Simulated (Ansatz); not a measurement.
# Ag, fcc: how the functional moves the structure

All rows: Ansatz, plane waves with scalar-relativistic PAW, 420 eV (500 eV for the SCAN forms), relaxed under each functional, no dispersion correction, no zero-point motion. B₀ comes from uniform scaling at fixed shape; a dash is a value not given.

The measured cell (COD entry 9008459) has a = 4.086 Å, 17.06 Å³/atom.

```json
{"functional": "PBE", "V (Å³/atom)": "17.83", "cell": "a = 4.147 Å", "B₀ (GPa)": "90", "magnetic state": "spin not included"}
{"functional": "r²SCAN", "V (Å³/atom)": "17.28", "cell": "a = 4.104 Å", "B₀ (GPa)": "104", "magnetic state": "spin not included"}
{"functional": "PBEsol", "V (Å³/atom)": "16.64", "cell": "a = 4.052 Å", "B₀ (GPa)": "119", "magnetic state": "spin not included"}
{"functional": "LDA", "V (Å³/atom)": "15.99", "cell": "a = 3.999 Å", "B₀ (GPa)": "139", "magnetic state": "spin not included"}
{"functional": "revPBE", "V (Å³/atom)": "18.43", "cell": "a = 4.193 Å", "B₀ (GPa)": "78", "magnetic state": "spin not included"}
{"functional": "RPBE", "V (Å³/atom)": "18.69", "cell": "a = 4.212 Å", "B₀ (GPa)": "73", "magnetic state": "spin not included"}
{"functional": "BLYP", "V (Å³/atom)": "19.30", "cell": "a = 4.258 Å", "B₀ (GPa)": "68", "magnetic state": "spin not included"}
```

LDA gives the smallest volume and BLYP the largest.
